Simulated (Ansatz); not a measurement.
Born–Oppenheimer molecular dynamics of H$_{7}$NOSi (10 atoms, charge 0, multiplicity 1). It starts at the highest image of a converged band, a first-order saddle point between two minima.

The calculation used RKS BLYP/def2-SVP (Ansatz).

- ensemble: NVE (velocity Verlet)
- time step: 0.5 fs
- steps asked: 200
- starting velocities drawn for: 300 K
- seed: 2316

First frame:

```xyz
10
Properties=species:S:1:pos:R:3
Si 0.110 -0.127 0.100
N 0.103 -0.147 2.053
H -0.830 -0.103 2.486
H 0.688 0.584 2.485
H 1.403 0.318 -0.513
H -0.690 1.183 0.007
H -0.851 -1.012 -0.657
O 1.051 -1.824 0.738
H 0.564 -2.634 0.490
H 0.624 -1.227 1.834
```

How far do the bonds stretch over the last three quarters of this one trajectory? (Pairs bonded in most of those frames.)


```json
{"bond": "Si1–N2", "mean (Å)": "1.819", "spread (Å)": "0.085", "shortest": "1.69", "longest": "1.95"}
{"bond": "Si1–H5", "mean (Å)": "1.498", "spread (Å)": "0.019", "shortest": "1.47", "longest": "1.53"}
{"bond": "Si1–H6", "mean (Å)": "1.518", "spread (Å)": "0.022", "shortest": "1.48", "longest": "1.56"}
{"bond": "Si1–H7", "mean (Å)": "1.500", "spread (Å)": "0.006", "shortest": "1.49", "longest": "1.51"}
{"bond": "N2–H3", "mean (Å)": "1.032", "spread (Å)": "0.030", "shortest": "0.99", "longest": "1.08"}
{"bond": "N2–H4", "mean (Å)": "1.030", "spread (Å)": "0.026", "shortest": "0.99", "longest": "1.07"}
{"bond": "O8–H9", "mean (Å)": "0.979", "spread (Å)": "0.013", "shortest": "0.95", "longest": "1.00"}
{"bond": "O8–H10", "mean (Å)": "0.999", "spread (Å)": "0.051", "shortest": "0.92", "longest": "1.09"}
```

Mean temperature of the second half: 835 K. The conserved energy stayed within 0.33 meV per atom of its start (net change 0.19 meV per atom), so the integration is sound. The kinetic energy rose, since the run started high on the potential surface and went downhill. It ends in pieces (H2O + H5NSi), so much of that is their flight and rotation, not heat. A run of 0.1 ps of so small a system gives no equilibrium averages. The orbitals stay closed-shell, which can raise the energy where a bond breaks towards radicals; this wasn't checked here.

Run time: 3.7 min on 2 threads of Arm Neoverse V2 (shared host), peak memory 0.11 GiB.
